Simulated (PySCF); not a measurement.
## Two-photon absorption: SMILES C/C=C/C#N, C4H5N

Geometry:
```tsv
atom	x (Å)	y (Å)	z (Å)
C1	-1.312	0.018	0.742
C2	-0.098	-0.445	0.022
C3	0.933	0.345	-0.319
C4	2.084	-0.138	-1.010
N5	3.026	-0.516	-1.571
H6	-2.218	-0.185	0.146
H7	-1.275	1.094	0.966
H8	-1.435	-0.533	1.689
H9	-0.049	-1.507	-0.246
H10	0.929	1.413	-0.073
```

Computed, not measured: PySCF 2.14.0, TDDFT LC-wPBE/def2-SVPD excited states, vertical, gas phase. Geometry: PBE0-D3(BJ)/def2-SVP.

(1) Give the one- and two-photon strengths of the lowest singlets.

Answers

(1) δ for parallel linear polarisation; σ at the peak of a Lorentzian of half width 0.1 eV, single beam; Ω is circular over linear.
```csv
state,E (eV),f,photon λ (nm),δ (au),σ (GM),Ω,main
S1,6.45,0.455,384,1.7,0.03,0.83,HOMO→LUMO 0.91
S2,6.83,0.000,363,<0.1,0.00,–,HOMO−1→LUMO 0.76
S3,7.22,0.001,344,0.16,0.00,1.50,"HOMO→LUMO+4 0.37, HOMO→LUMO+3 0.14"
S4,8.10,0.003,306,1.3,0.03,1.50,"HOMO−4→LUMO 0.47, HOMO−2→LUMO 0.37"
S5,8.21,0.002,302,0.58,0.01,1.50,"HOMO→LUMO+1 0.62, HOMO→LUMO+4 0.15"
```

Among these, the strongest one-photon state is S1, the strongest two-photon state S4, with a dipole change of 0.7 D (relaxed, norm of the difference vector).
